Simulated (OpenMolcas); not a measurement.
## C2H6Al: a line through the functionals

C2H6Al has 9 atoms, charge 0, and is taken as a doublet. SMILES: `[CH3][Al][CH3]`. The shape is that of a PBE0-D4/def2-TZVP optimisation.

The vertical electron affinity (to the singlet anion) y, in eV, basis def2-SVPD; a is the functional's share of exact exchange. Programs: OpenMolcas 26.06.

| functional | program | a | y (eV) |
| --- | --- | --- | --- |
| U-revPBE | OpenMolcas | 0 | 0.36 |
| UBLYP | OpenMolcas | 0 | 0.39 |
| UB3LYP | OpenMolcas | 0.2 | ? |
| UPBE0 | OpenMolcas | 0.25 | 0.34 |
| UBHLYP | OpenMolcas | 0.5 | 0.27 |

Problem. Fit y = c + s·a to the known rows and predict UB3LYP.

Solution. 
1. Means of the 4 rows: a = 0.1875, y = 0.340.
2. Σ(Δa)² = 0.17188, Σ(Δa·Δy) = -0.035, so the slope is -0.035/0.17188 = -0.20363.
3. Intercept: 0.340 − (-0.20363) × 0.1875 = 0.378. The largest residual of the fit is 0.018.
4. UB3LYP: 0.378 + (-0.20363) × 0.2 = 0.34 eV.

The run gave 0.47 eV, so the prediction is off by -0.13 eV, more than the largest residual. The rows mix families of semi-local functionals, which the line can't see.
